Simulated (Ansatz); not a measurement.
Geometry optimisation, RKS PBE-D4/def2-SVP (Ansatz).

The input (input.yaml):

```yaml
crystal:
  periodic: [false, false, false]
  atoms:
    - { symbol: Si, position_ang: [0.370768, -0.088839, 0.059928] }
    - { symbol: Si, position_ang: [0.175852, -0.119771, 2.308924] }
    - { symbol: H, position_ang: [-0.667142, -1.26835, 2.802442] }
    - { symbol: H, position_ang: [1.524076, -0.289919, 2.971727] }
    - { symbol: H, position_ang: [-0.391395, 1.16414, 2.856324] }
    - { symbol: H, position_ang: [1.824639, -0.248865, -0.331832] }
    - { symbol: H, position_ang: [-0.089837, 1.224714, -0.507089] }
    - { symbol: H, position_ang: [-0.372691, -1.228188, -0.585443] }
    - { symbol: "N", position_ang: [-2.44283, 0.219725, 1.107897] }
    - { symbol: H, position_ang: [-3.053924, -0.403677, 0.565318] }
    - { symbol: H, position_ang: [-2.87912, 1.150815, 1.101379] }
    - { symbol: H, position_ang: [-2.483797, -0.111786, 2.094526] }
basis:
  gaussian: { orbitals: def2-SVP }
hamiltonian:
  xc: pbe
  dispersion: d4
relax:
  f_tol: 0.03
  max_steps: 50
```

Command:

```bash
$ ansatz run input.yaml --threads 2 --pin off --max-ram 3072MiB --backend cpu --events-out ev --progress --plain --runs-dir out
```

**Question.** Where does it end, and by what steps?

**Answer.** The run converged. After 5 steps the energy has fallen by 0.116 eV; H12 moved furthest, 0.46 Å.

| step | energy less start (eV) | largest force component (eV/Å) | accepted |
| --- | --- | --- | --- |
| 0 | 0.0000 | 1.109 | yes |
| 1 | -0.0824 | 0.615 | yes |
| 2 | -0.0837 | 0.279 | yes |
| 3 | -0.0938 | 0.921 | yes |
| 4 | -0.1129 | 0.220 | yes |
| 5 | -0.1155 | 0.023 | yes |

```xyz
12
Properties=species:S:1:pos:R:3
Si 0.350 -0.087 0.056
Si 0.263 -0.134 2.401
H -0.537 -1.307 2.906
H 1.649 -0.275 2.990
H -0.314 1.139 2.962
H 1.773 -0.213 -0.440
H -0.184 1.211 -0.491
H -0.420 -1.229 -0.554
N -2.473 0.184 1.164
H -2.921 -0.386 0.434
H -2.732 1.160 0.968
H -2.939 -0.064 2.047
```

Run time: 8.9 s on 2 threads of Arm Neoverse V2 (shared host), peak memory 0.13 GiB.
